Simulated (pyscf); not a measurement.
## Four-centre exchange: `[CH3][Zn][Cl]` + `[ClH]` -> `[CH4]` + `[Cl][Zn][Cl]`

Gas phase, singlet surface, charge 0. Bonds broken: C1–Zn2, Cl7–H8. Bonds formed: C1–H8, Zn2–Cl7. PySCF, gas phase, ωB97X-D3(BJ)/def2-SVP geometries.

Transition state (Å):

```xyz
8

C     -1.3441     0.9591    -0.4863
Zn    -0.3123    -0.5690     0.4433
Cl    -0.3502    -2.1250     1.8733
H     -1.6563     1.5723     0.3756
H     -2.2201     0.4217    -0.8866
H     -1.0640     1.6839    -1.2725
Cl     1.5232     0.1261    -1.0016
H      0.1221     0.6799    -0.8837
```

One imaginary mode, 1126i cm⁻¹; descent along it reached the two sides named.

```json
[
 {"bond": "C1–Zn2", "change": "breaks", "reactant side (Å)": "1.942", "saddle": "2.065", "product side": "2.9"},
 {"bond": "Cl7–H8", "change": "breaks", "reactant side (Å)": "1.286", "saddle": "1.511", "product side": "2.9"},
 {"bond": "C1–H8", "change": "forms", "reactant side (Å)": "3.4", "saddle": "1.544", "product side": "1.102"},
 {"bond": "Zn2–Cl7", "change": "forms", "reactant side (Å)": "2.8", "saddle": "2.437", "product side": "2.107"}
]
```

Electronic energies relative to the separated reactants (kJ/mol):

```csv
level,barrier,reaction energy,reverse barrier
ωB97X-D3(BJ)/def2-TZVP,48.8,-143.1,191.9
PBE/def2-TZVP,44.0,-126.9,170.9
r²SCAN/def2-TZVP,37.0,-137.5,174.5
B3LYP-D3(BJ)/def2-TZVP,55.4,-137.0,192.4
PBE0-D3(BJ)/def2-TZVP,40.7,-135.9,176.6
M06-2X/def2-TZVP,40.5,-148.7,189.1
ωB97M-D3(BJ)/def2-TZVP,58.3,-135.6,193.9
HF/def2-TZVP,101.9,-173.0,274.9
```

With ωB97M-D3(BJ)/def2-TZVP energies and thermal terms (ideal gas, 1 atm, RRHO with modes under 100 cm⁻¹ raised to 100, one conformer, R ln 2 for rigid chiral ones), in kJ/mol:

```csv
T (K),ΔH‡,ΔG‡,ΔH,ΔG
298,52.6,89.7,-126.5,-122.1
600,53.1,127.3,-128.5,-116.9
900,55.0,164.0,-130.0,-110.8
1200,57.1,200.0,-131.1,-104.2
```

This is the saddle that the search found; another between the same sides may lie lower. Elements up to Kr have no core potential and no relativistic terms here.
